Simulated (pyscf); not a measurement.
H₃C–NH–Si(NH₂)(NH₂)–NH₂ + water (H₂O) -> H₃C–NH–Si(NH₂)(NH₂)–OH + ammonia (NH₃) (four-centre exchange; singlet surface; N–Si, H–O broken, O–Si, H–N formed). Structures and frequencies: ωB97X-D3(BJ)/def2-SVP in PySCF. Energies in eV from the separated reactants.

| level | barrier | reaction energy |
|---|---|---|
| ωB97X-D3(BJ)/def2-TZVP | 0.65 | -0.59 |
| PBE/def2-TZVP | 0.51 | -0.60 |
| r²SCAN/def2-TZVP | 0.52 | -0.65 |
| PBE0-D3(BJ)/def2-TZVP | 0.55 | -0.58 |
| ωB97M-D3(BJ)/def2-TZVP | 0.64 | -0.60 |
| HF/def2-TZVP | 1.52 | -0.67 |

The functionals in the table span 0.14 eV in this barrier, from PBE to ωB97X-D3(BJ)/def2-TZVP. On the reactant side the descent ends in a bound adduct, 0.42 eV under the separated species and 1.07 eV under the saddle at ωB97X-D3(BJ)/def2-TZVP. On the product side the descent ends in a complex (not fully relaxed), 0.27 eV under the separated species and 1.50 eV under the saddle at ωB97X-D3(BJ)/def2-TZVP. This is the saddle that the search found; another between the same sides may lie lower.
